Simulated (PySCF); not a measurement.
Simulated Cl 2p region for `[AlH2][Cl]`, binding energy against the vacuum level.

Every computed line was given a Gaussian of 1.0 eV full width at half maximum and an area set by the number of equivalent atoms (split 2:1 within a doublet); the highest printed point is 100. Theory: PySCF 2.14.0, delta-SCF UKS SCAN, pcX-2 on the ionised atom, pcseg-1 elsewhere, spin-free X2C.

```
binding energy (eV)  intensity
              204.4          0
              204.5          1
              204.6          1
              204.7          2
              204.8          4
              204.9          7
              205.0         12
              205.1         19
              205.2         29
              205.3         40
              205.4         54
              205.5         68
              205.6         82
              205.7         92
              205.8         99
              205.9        100
              206.0         96
              206.1         87
              206.2         75
              206.3         61
              206.4         48
              206.5         36
              206.6         28
              206.7         23
              206.8         21
              206.9         22
              207.0         26
              207.1         32
              207.2         38
              207.3         44
              207.4         48
              207.5         50
              207.6         49
              207.7         46
              207.8         41
              207.9         34
              208.0         27
              208.1         20
              208.2         14
              208.3         10
              208.4          6
              208.5          4
              208.6          2
              208.7          1
              208.8          1
              208.9          0
              209.0          0
```

Task: Count the maxima, the lines and the sites behind this envelope.

Result: The curve has 2 maxima (at 205.9 and 207.5 eV). Under it lie 2 lines from 1 inequivalent chlorine site, drawn as a 2p3/2, 2p1/2 pair.

Task: Decompose the envelope and assign each component. Numbering: `[AlH2:1][Cl:2]`.

Result: 
```
position (eV)  relative area      line  atoms            environment
       205.87           0.67  Cl 2p3/2    Cl2  chlorine bonded to Al
       207.53           0.33  Cl 2p1/2    Cl2  chlorine bonded to Al
```

Task: What are the centre and the root-mean-square width of the whole band?

Result: The area-weighted mean of the lines is 206.42 eV. Their own spread about it is 0.78 eV (rms) and each Gaussian has σ = 1.0/2.355 = 0.42 eV; the variances add, which gives 0.89 eV.

No satellites, vibrations or lifetime broadening are included. The 2p values add to the ΔSCF energy of one spin-free hole a correction within the shell (spin–orbit coupling, ligand field). 2p1/2 minus 2p3/2 (ligand field included): Cl 1.65 eV. Isolated species at its PBE0-D3(BJ)/def2-SVP geometry, gas phase.

Hardware: x86-64 server, one thread, no GPU, on a shared host. Cost: 5.0 s wall.
